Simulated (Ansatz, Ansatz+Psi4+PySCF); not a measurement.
```xyz
3

O     0.0000    0.7716   -0.6580
H     0.0000    1.4671   -0.1009
Cl    0.0000   -0.4494    0.3156
```

Basis set: cc-pVTZ (spherical functions). Left uncorrelated: 6 orbitals. Charge 0, multiplicity 1.

Computed with Ansatz (development build ahead of 0.2.0); each method stands on the lowest determinant of its kind that the runs found. Restricted open shells among the atoms or ions are ROHF, correlated in semicanonical orbitals with singles.

The atomization energy at this shape (free ground-state atoms in the same class of orbitals less the molecule, no zero-point energy) of singlet HClO:

```tsv
method	atomization energy
RHF-MP2	6.57 eV
```

Q: What does RHF give?

A: 3.42 eV. Caution: the shape is not the minimum.
